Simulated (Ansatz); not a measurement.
The input, for Ansatz 0.2.0:

```yaml
crystal:
  periodic: [false, false, false]
  atoms:
    - {symbol: Al, position_ang: [0.000000, 0.000000, 1.463446]}
    - {symbol: C, position_ang: [0.000000, 0.000000, -3.656554]}
    - {symbol: H, position_ang: [0.000000, 1.398998, 2.198420]}
    - {symbol: H, position_ang: [0.000000, -1.398998, 2.198420]}
basis:
  gaussian: {orbitals: 6-31G}
magnetization: {spin_polarized: false, initial_magnetization: 3}
correlation: {active_space: {window: {electrons: 5, orbitals: 8}, fixed_orbitals: true, states: [{multiplicity: 4, weights: [1, 1, 0.5, 1]}, {multiplicity: 6, weights: [1]}], root: 0}}
scf: {lower_state_search: off}
```

```sh
$ ansatz run in.yaml --threads 1 --pin off --events-out ev --progress --plain --max-ram 2393MiB
```

Log:

```
these checks for a lower state are left out or cut short: stability, starts, cluster_reference, orbital_swaps, neighbouring_geometries, increment
543 factors; integrals over basis functions are off by at most 1.7e-7 eV
mean field evaluation 1: about -7635.6953 eV, gradient 8.8e0 eV
mean field evaluation 2: about -7635.6973 eV, gradient 8.8e0 eV
mean field evaluation 4: about -7637.2374 eV, gradient 1.4e0 eV
mean field evaluation 8: about -7637.2833 eV, gradient 8.3e-4 eV
mean field -7637.28333372 eV, -280.6649857777 hartree, gradient 3.7e-6 eV, S^2 3.750000; 0 other end points of the search recorded, 0 dependent functions left out
reference -7637.28333372 eV, -280.6649857777 hartree; 12, 9 occupied and 14, 17 virtual orbitals, 543 factors
state -7637.34356650 eV, -280.6671992916 hartree
state -7636.51958741 eV, -280.6369186183 hartree
state -7636.51771269 eV, -280.6368497237 hartree
state -7635.11183546 eV, -280.5851846884 hartree
state -7631.98452089 eV, -280.4702579979 hartree
Total energy: -7637.34356650 eV, -280.6671992916 hartree
Checks for a lower state left out: stability, starts, cluster_reference, orbital_swaps, neighbouring_geometries, increment
```

Ran on 1 thread of Arm Neoverse N1, shared host: 0.3 s wall, 0.18 GiB peak host memory.
